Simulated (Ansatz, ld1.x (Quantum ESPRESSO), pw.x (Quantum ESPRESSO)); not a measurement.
**Mg (Z = 12): does the RRKJ potential hold in the solid?**

- Element: magnesium (Mg)
- Generator: ld1.x (Quantum ESPRESSO) 7.5
- Type: norm-conserving RRKJ (Kleinman–Bylander form)
- Functional: LDA (PW92)
- Relativity: scalar-relativistic
- Frozen core: [Ne]
- Valence charge: 2
- Reference configuration: 3s2 3p0
- Partial waves: 3p (bound, empty): rc 2.15 bohr; 3d channel at 0.1 Ry: rc 1.95 bohr; 3s (bound): rc 2.40 bohr
- Local potential: the s channel
- Core correction: Bessel-smoothed model core, default radius (core density twice the valence density)

Atomic tests: cutoffs needed: 8 Ry and 18 Ry (the cutoffs (Ry, on a coarse ladder) from which the occupation-weighted sum of valence levels, in a spherical-Bessel basis at the reference potential, stays within 10 and 1 mRy of its value at 400 Ry); ghost test: no extra level below or beside the all-electron valence levels (p, d, s, f tested) (spherical-Bessel basis up to 400 Ry, 20 bohr box); largest excitation error: +39 meV (all-electron minus pseudo) for 3s0 3p1, out of 5 test configurations.

Crystal test: fcc Mg in pw.x 7.5, no spin, 13³ k-points, Fermi–Dirac smearing 0.01 Ry, cutoffs 50/200 Ry. The reference is all-electron LAPW (Ansatz 0.2.0) with the same functional, mesh and smearing; V0 and B0 come from Birch–Murnaghan fits to the pressures at five volumes. Errors are pseudo minus all-electron; Δ is the rms difference of the E(V) curves that follow from these fits, minima aligned, over ±6 % about the mean V0. Mesh and smearing are coarse, so the numbers serve the comparison and aren't converged zero-temperature values; the lattice is a test structure that the element need not adopt.

| V (Å³/atom) | P all-electron (GPa) | P pseudo (GPa) |
| --- | --- | --- |
| 20.779 | 2.10 | 0.99 |
| 21.326 | 0.94 | -0.09 |
| 21.873 | -0.08 | -1.03 |
| 22.420 | -0.97 | -1.87 |
| 22.967 | -1.77 | -2.60 |

All-electron: a0 = 4.436 Å (V0 = 21.83 Å³/atom), B0 = 38.5 GPa.

Pseudopotential: mean pressure error (GPa): -0.96; a0 (Å): 4.399; a0 error (%): -0.85; B0 error (%): +3.1; Δ (meV/atom): 4.7. This is a poor potential for the solid.

**Question.** At the middle volume, how do free energy and pressure move when the wave cutoff is lowered (ecutrho kept at four times it)?

**Answer.**

```csv
cutoff (Ry),shift of F (meV/atom),shift of P (GPa)
22,+4.1,-0.09
30,+0.7,-0.00
40,+0.2,-0.01
```

The run at the middle volume (84 k-points, 5 iterations) took about 3.4 s on one core of a shared host (AMD EPYC 9R45 96-Core Processor, 96 threads, 376 GiB, load 30).
